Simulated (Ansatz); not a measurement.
# SiH₄O (triplet): from Hartree-Fock to the top rungs at distance Si1–H5 along a hydrogen transfer = 1.959 Å, cc-pVDZ

The task here is to estimate one member of a computed series from the others.

The runs use Ansatz 0.2.0, Gaussian basis; cc-pVDZ, core rule «outside noble gas», up to 6 orbitals frozen.

To be run: UHF; CCSD(T) on ROHF; CCSD(T) on UHF; BCCD(T) on ROHF; CISD; CCSDT(Q) on ROHF; CCSDT(Q) on UHF; CASSCF and MRCISD+Q, 4 electrons in 4 orbitals; CASSCF and NEVPT2, 4 electrons in 4 orbitals.

10 further runs of the same task are left out: 10 that didn't finish.

## The geometry

The geometry derives from fragments relaxed apart (PBE0/def2-TZVP) and kept rigid, so it is no stationary point. A hydrogen atom is moved between rigid fragments.

6 atoms, charge 0, spin multiplicity 3.

Atoms are counted from 1 here; the program's logs count them from 0.

Bond lengths: Si1–H2 1.485 Å, Si1–H3 1.485 Å, Si1–H4 1.485 Å, H5–O6 1.180 Å. Angles: H2–Si1–H3 109.5°, H2–Si1–H4 109.5°, H3–Si1–H4 109.5°.

Set-up of the first run:

in.yaml

```yaml
crystal:
  periodic: [false, false, false]
  atoms:
    - {symbol: Si, position_ang: [-1.053695, 0.000000, 0.000000]}
    - {symbol: H, position_ang: [-1.548567, 1.399708, 0.000000]}
    - {symbol: H, position_ang: [-1.548566, -0.699854, 1.212183]}
    - {symbol: H, position_ang: [-1.548567, -0.699854, -1.212183]}
    - {symbol: H, position_ang: [0.905305, 0.000000, 0.000000]}
    - {symbol: O, position_ang: [2.085305, 0.000000, 0.000000]}
basis:
  gaussian: {orbitals: cc-pVDZ}
magnetization: {spin_polarized: true, initial_magnetization: 2}
hamiltonian: {xc: hf}
output: {orbitals: {seedname: orbitals}}
```

Command:

```bash
$ ansatz run in.yaml --threads 1 --pin off --events-out ev --progress --plain --max-ram 2393MiB
```

Steps of the session up to this table: UHF; CCSD(T) on ROHF; CCSD(T) on UHF; BCCD(T) on ROHF; CISD; CCSDT(Q) on ROHF; CCSDT(Q) on UHF; CASSCF and MRCISD+Q, 4 electrons in 4 orbitals; CASSCF and NEVPT2, 4 electrons in 4 orbitals.

One of the session's tables, all rows but one given; the rest of the session is left out.

It belongs to the step «Misses and costs». 

```
       method  from UCCSDT(Q) (kJ/mol)
         ROHF                   +823.5
          UHF                   +789.0
         RMP2                   +127.2
         UMP2                   +134.9
         CISD                    +86.5
        RCCSD                    +18.3
        UCCSD                    +17.5
     RCCSD(T)                     +3.9
     UCCSD(T)                     +3.8
      BCCD(T)                     +3.9
       RCCSDT                     +1.3
       UCCSDT                     +1.1
    RCCSDT(Q)                     +0.1
    UCCSDT(Q)                        0
  CASSCF pair                   +733.9
  NEVPT2 pair                        ?
  MRCISD pair                    +70.7
MRCISD+Q pair                     +7.8
```

Q: Estimate the row for NEVPT2 pair from the others.

As computed: from UCCSDT(Q) (kJ/mol): +120.4. In the column «from UCCSDT(Q) (kJ/mol)» it lies between CISD (+86.5) and RMP2 (+127.2).

Caveats from the session: Restricted and unrestricted rows rest on different reference determinants; where their highest levels disagree by more than a few hundredths of an eV, they describe different states and don't form one ladder.
